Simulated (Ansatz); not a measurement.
# BNH3 (quartet): wave-function methods side by side at distance B1–H4 along a hydrogen transfer = 1.110 Å, cc-pVDZ

Aim: climb from Hartree-Fock through coupled cluster and multireference methods for BNH3 (quartet) at one geometry and basis, and see what each rung misses.

The runs use Ansatz 0.2.0, Gaussian basis; cc-pVDZ, core rule «outside noble gas», up to 2 orbitals frozen.

To be run: UHF; CCSD(T) on ROHF; CCSD(T) on UHF; BCCD(T) on ROHF; CISD; CCSDT(Q) on ROHF; CCSDT(Q) on UHF; CASSCF and MRCISD+Q, 5 electrons in 5 orbitals; CASSCF and NEVPT2, 5 electrons in 5 orbitals; CASSCF and NEVPT2, 11 electrons in 11 orbitals.

16 further runs of the same task are left out: 4 for a known fault of the program, 10 that didn't finish, 2 set aside as unsound or not needed.

**1. What is computed**

The geometry derives from fragments relaxed apart (PBE0/def2-TZVP) and kept rigid, so it is no stationary point. A hydrogen atom is moved between rigid fragments.

5 atoms, charge 0, spin multiplicity 4.

Atoms are counted from 1 here; the program's logs count them from 0.

Bond lengths: B1–H2 1.193 Å, B1–H3 1.193 Å, B1–H4 1.110 Å. Angles: H2–B1–H3 120.0°, H2–B1–H4 120.0°, H3–B1–H4 120.0°.

**2. UHF**

File in.yaml:

```yaml
crystal:
  periodic: [false, false, false]
  atoms:
    - {symbol: B, position_ang: [-1.434800, 0.000000, 0.000000]}
    - {symbol: H, position_ang: [-2.031534, 1.033571, 0.000000]}
    - {symbol: H, position_ang: [-2.031534, -1.033571, 0.000000]}
    - {symbol: H, position_ang: [-0.324800, 0.000000, 0.000000]}
    - {symbol: N, position_ang: [1.423200, 0.000000, 0.000000]}
basis:
  gaussian: {orbitals: cc-pVDZ}
magnetization: {spin_polarized: true, initial_magnetization: 3}
hamiltonian: {xc: hf}
output: {orbitals: {seedname: orbitals}}
```

Run with:

```console
ansatz run in.yaml --threads 1 --pin off --events-out ev --progress --plain --max-ram 2393MiB
```

Further steps of the session: CCSD(T) on ROHF; CCSD(T) on UHF; BCCD(T) on ROHF; CISD; CCSDT(Q) on ROHF; CCSDT(Q) on UHF; CASSCF and MRCISD+Q, 5 electrons in 5 orbitals; CASSCF and NEVPT2, 5 electrons in 5 orbitals; CASSCF and NEVPT2, 11 electrons in 11 orbitals.

Q: Predict the results of all the runs planned. Wanted: UCCSDT(Q) below the RHF energy; RMP2 from UCCSDT(Q); UMP2 from UCCSDT(Q); RCCSD from UCCSDT(Q); RCCSD(T) from UCCSDT(Q); UCCSD(T) from UCCSDT(Q); RCCSDT(Q) from UCCSDT(Q); NEVPT2 pair from UCCSDT(Q); MRCISD+Q pair from UCCSDT(Q).

**Answer**, as computed:

```
                         quantity                                                                  value
   UCCSDT(Q) below the RHF energy                                                             -5.8153 eV
              RMP2 from UCCSDT(Q)                                                          +115.0 kJ/mol
              UMP2 from UCCSDT(Q)                                                          +113.5 kJ/mol
             RCCSD from UCCSDT(Q)                                                            +8.6 kJ/mol
          RCCSD(T) from UCCSDT(Q)                                                            +1.9 kJ/mol
          UCCSD(T) from UCCSDT(Q)                                                            +1.7 kJ/mol
         RCCSDT(Q) from UCCSDT(Q)                                                            +0.2 kJ/mol
       NEVPT2 pair from UCCSDT(Q)                                                          +115.2 kJ/mol
     MRCISD+Q pair from UCCSDT(Q)                                                            -1.7 kJ/mol
    NEVPT2 valence from UCCSDT(Q)                                                          +110.2 kJ/mol
levels within 1 kcal/mol (43 meV)  RCCSD(T), UCCSD(T), BCCD(T), RCCSDT, UCCSDT, RCCSDT(Q), MRCISD+Q pair
                    T1 diagnostic                                                                  0.012
   effectively unpaired electrons                                                                   3.01
```

**Reading.** RCCSD(T) misses by +1.9 kJ/mol, 0.3 % of the correlation energy. One determinant dominates. Of the multireference levels listed MRCISD+Q pair comes nearest in total energy (-1.7 kJ/mol), which doesn't show that its space is the better one. These misses are within one basis, not against nature; the frozen cores of restricted and unrestricted runs differ, which can shift their rows.
